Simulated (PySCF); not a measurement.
PySCF input (TPSSh/def2-TZVPD):

```python
from pyscf import gto, scf, dft

mol = gto.M(
    atom='''
    C     0.00319266    0.00643257    0.66040383
    C    -0.00319266   -0.00643257   -0.66040383
    F     0.02490825    1.11427502    1.37583632
    F    -0.01150102   -1.08726216    1.39745609
    F     0.01150102    1.08726216   -1.39745609
    F    -0.02490825   -1.11427502   -1.37583632
    ''',
    basis='def2-tzvpd',
    charge=0,
    spin=0,
    verbose=4,
)

mf = dft.RKS(mol, xc='tpssh').density_fit(auxbasis='def2-universal-jkfit')
mf.grids.level = 3
mf.conv_tol = 1e-9
mf.max_cycle = 100
mf.max_memory = 1500
mf.kernel()
if not mf.converged:
    mf = mf.newton()
    mf.kernel(mf.make_rdm1())
mf.analyze()
```

Output:

```
PySCF version 2.14.0

[INPUT] verbose = 4
[INPUT] num. atoms = 6
[INPUT] num. electrons = 48
[INPUT] charge = 0
[INPUT] spin (= nelec alpha-beta = 2S) = 0
[INPUT] symmetry False subgroup None
[INPUT] Mole.unit = angstrom
[INPUT] Symbol           X                Y                Z      unit          X                Y                Z       unit  Magmom
[INPUT]  1 C      0.003192660000   0.006432570000   0.660403830000 AA    0.006033253009   0.012155795577   1.247982370314 Bohr   0.0
[INPUT]  2 C     -0.003192660000  -0.006432570000  -0.660403830000 AA   -0.006033253009  -0.012155795577  -1.247982370314 Bohr   0.0
[INPUT]  3 F      0.024908250000   1.114275020000   1.375836320000 AA    0.047069770742   2.105674615244   2.599953837029 Bohr   0.0
[INPUT]  4 F     -0.011501020000  -1.087262160000   1.397456090000 AA   -0.021733777953  -2.054627708003   2.640809281206 Bohr   0.0
[INPUT]  5 F      0.011501020000   1.087262160000  -1.397456090000 AA    0.021733777953   2.054627708003  -2.640809281206 Bohr   0.0
[INPUT]  6 F     -0.024908250000  -1.114275020000  -1.375836320000 AA   -0.047069770742  -2.105674615244  -2.599953837029 Bohr   0.0

nuclear repulsion = 244.307813207258
number of shells = 82
number of NR pGTOs = 324
number of NR cGTOs = 234
basis = def2-tzvpd
ecp = {}

******** <class 'pyscf.df.df_jk.DFRKS'> ********
method = DFRKS
initial guess = minao
damping factor = 0
level_shift factor = 0
DIIS = <class 'pyscf.scf.diis.CDIIS'>
diis_start_cycle = 1
diis_space = 8
diis_damp = 0
SCF conv_tol = 1e-09
SCF conv_tol_grad = None
SCF max_cycles = 100
direct_scf = False
XC library pyscf.dft.libxc version 7.1.2
    S. Lehtola, C. Steigemann, M. J. T. Oliveira, and M. A. L. Marques,  SoftwareX 7, 1–5 (2018)
XC functionals = tpssh
    V. N. Staroverov, G. E. Scuseria, J. Tao, and J. P. Perdew,  J. Chem. Phys. 119, 12129 (2003)
radial grids:
    Treutler-Ahlrichs [JCP 102, 346 (1995); DOI:10.1063/1.469408] (M4) radial grids

becke partition: Becke, JCP 88, 2547 (1988); DOI:10.1063/1.454033
pruning grids: <function nwchem_prune>
grids dens level: 3
symmetrized grids: False
atomic radii adjust function: <function treutler_atomic_radii_adjust>
small_rho_cutoff = 0
Set gradient conv threshold to 3.16228e-05
Initial guess from minao.
tot grids = 85288
******** <class 'pyscf.df.df.DF'> ********
auxbasis = def2-universal-jkfit
init E= -476.719435732284
  HOMO = -0.230149214979232  LUMO = -0.00834976184217463  gap/eV = 6.03547
cycle= 1 E= -475.615579520397  delta_E=  1.1  |g|= 0.851  |ddm|= 2.79
  HOMO = -0.267597774359867  LUMO = -0.047416517426214  gap/eV = 5.99144
cycle= 2 E= -475.375551844481  delta_E= 0.24  |g|= 1.52  |ddm|= 1.18
[...]
cycle= 8 E= -475.720533097007  delta_E= -7.14e-10  |g|= 1.07e-05  |ddm|= 6.19e-05
  HOMO = -0.253496960725379  LUMO = -0.00443062586028387  gap/eV = 6.77744
Extra cycle  E= -475.720533096974  delta_E= 3.31e-11  |g|= 1.84e-05  |ddm|= 1.94e-05
converged SCF energy = -475.720533096974
**** SCF Summaries ****
Total Energy =                        -475.720533096974179
Nuclear Repulsion Energy =             244.307813207257766
One-electron Energy =                -1144.562670439470367
Two-electron Energy =                  424.534324135238364
Two-electron Coulomb Energy =          477.243906524040028
DFT Exchange-Correlation Energy =      -52.709582388801650
HOMO-LUMO gap [eV] =                     6.777440182600675
**** MO energy ****
MO #1   energy= -24.6638308979687  occ= 2
MO #2   energy= -24.6638284830416  occ= 2
MO #3   energy= -24.6638228263569  occ= 2
MO #4   energy= -24.663817285627   occ= 2
MO #5   energy= -10.2993859661602  occ= 2
MO #6   energy= -10.2985462799204  occ= 2
MO #7   energy= -1.29278790198632  occ= 2
MO #8   energy= -1.27908621331561  occ= 2
MO #9   energy= -1.23724982612244  occ= 2
MO #10  energy= -1.22684114746666  occ= 2
MO #11  energy= -0.794879169135648 occ= 2
MO #12  energy= -0.650583374010225 occ= 2
MO #13  energy= -0.605793268357018 occ= 2
MO #14  energy= -0.599468767867557 occ= 2
MO #15  energy= -0.555801463328216 occ= 2
MO #16  energy= -0.544049792852921 occ= 2
MO #17  energy= -0.500001599807185 occ= 2
MO #18  energy= -0.472492547194211 occ= 2
MO #19  energy= -0.450599493970896 occ= 2
MO #20  energy= -0.444578094663387 occ= 2
MO #21  energy= -0.440698091553684 occ= 2
MO #22  energy= -0.436863561383893 occ= 2
MO #23  energy= -0.421392088895123 occ= 2
MO #24  energy= -0.253496960725379 occ= 2
MO #25  energy= -0.00443062586028387 occ= 0
MO #26  energy= 0.00703632156651165 occ= 0
MO #27  energy= 0.0181636939202965 occ= 0
MO #28  energy= 0.0258439510687224 occ= 0
MO #29  energy= 0.0599765065177133 occ= 0
MO #30  energy= 0.0758657463020516 occ= 0
MO #31  energy= 0.081662632267991  occ= 0
MO #32  energy= 0.0851306770779408 occ= 0
MO #33  energy= 0.0983768913699719 occ= 0
MO #34  energy= 0.10189594905736   occ= 0
MO #35  energy= 0.107578516435804  occ= 0
MO #36  energy= 0.109683701658146  occ= 0
MO #37  energy= 0.144218858362965  occ= 0
MO #38  energy= 0.14582166652268   occ= 0
MO #39  energy= 0.154665286053149  occ= 0
MO #40  energy= 0.156066670303488  occ= 0
MO #41  energy= 0.170713692923337  occ= 0
MO #42  energy= 0.214254575298082  occ= 0
MO #43  energy= 0.243764183671579  occ= 0
MO #44  energy= 0.256178109183566  occ= 0
MO #45  energy= 0.260409535774425  occ= 0
MO #46  energy= 0.269663565577512  occ= 0
MO #47  energy= 0.290043423950746  occ= 0
MO #48  energy= 0.296120121501599  occ= 0
MO #49  energy= 0.29665549225327   occ= 0
MO #50  energy= 0.307095805682385  occ= 0
MO #51  energy= 0.313099424208206  occ= 0
MO #52  energy= 0.34154415698702   occ= 0
MO #53  energy= 0.354109468286105  occ= 0
MO #54  energy= 0.391203627831902  occ= 0
MO #55  energy= 0.397782052638792  occ= 0
MO #56  energy= 0.399175918920029  occ= 0
MO #57  energy= 0.402794285874036  occ= 0
MO #58  energy= 0.412955350599573  occ= 0
MO #59  energy= 0.424302772613594  occ= 0
MO #60  energy= 0.43068103516673   occ= 0
MO #61  energy= 0.454758365013117  occ= 0
MO #62  energy= 0.458150484062331  occ= 0
MO #63  energy= 0.512327087831706  occ= 0
MO #64  energy= 0.516932863530622  occ= 0
MO #65  energy= 0.538634597041536  occ= 0
MO #66  energy= 0.539416091721402  occ= 0
MO #67  energy= 0.555013539581335  occ= 0
MO #68  energy= 0.575157293589538  occ= 0
MO #69  energy= 0.591627216819325  occ= 0
MO #70  energy= 0.610839318792036  occ= 0
MO #71  energy= 0.643799850445329  occ= 0
MO #72  energy= 0.646193960744581  occ= 0
MO #73  energy= 0.657237475040431  occ= 0
MO #74  energy= 0.659715912808275  occ= 0
MO #75  energy= 0.670833732550412  occ= 0
MO #76  energy= 0.700898717259238  occ= 0
MO #77  energy= 0.706200297363131  occ= 0
MO #78  energy= 0.726362808572448  occ= 0
MO #79  energy= 0.741462365045631  occ= 0
MO #80  energy= 0.767005190914607  occ= 0
MO #81  energy= 0.785396029703244  occ= 0
MO #82  energy= 0.786761901116973  occ= 0
MO #83  energy= 0.799080176602491  occ= 0
MO #84  energy= 0.799790325208477  occ= 0
MO #85  energy= 0.812670103107685  occ= 0
MO #86  energy= 0.819604572938898  occ= 0
MO #87  energy= 0.827964290042536  occ= 0
MO #88  energy= 0.886784204732863  occ= 0
MO #89  energy= 0.889817353769163  occ= 0
MO #90  energy= 0.956756671945406  occ= 0
MO #91  energy= 1.00063160834184   occ= 0
MO #92  energy= 1.00175272234447   occ= 0
MO #93  energy= 1.00227675702976   occ= 0
MO #94  energy= 1.00881119635742   occ= 0
MO #95  energy= 1.01257823845642   occ= 0
MO #96  energy= 1.05949199963603   occ= 0
MO #97  energy= 1.09156178974239   occ= 0
MO #98  energy= 1.09511739904827   occ= 0
MO #99  energy= 1.14306118435499   occ= 0
MO #100 energy= 1.21247154961674   occ= 0
MO #101 energy= 1.22860431424497   occ= 0
MO #102 energy= 1.22908091891791   occ= 0
MO #103 energy= 1.22935490766839   occ= 0
MO #104 energy= 1.2679098186506    occ= 0
MO #105 energy= 1.30442296130013   occ= 0
MO #106 energy= 1.32238439904422   occ= 0
MO #107 energy= 1.34760205276458   occ= 0
[...]
```
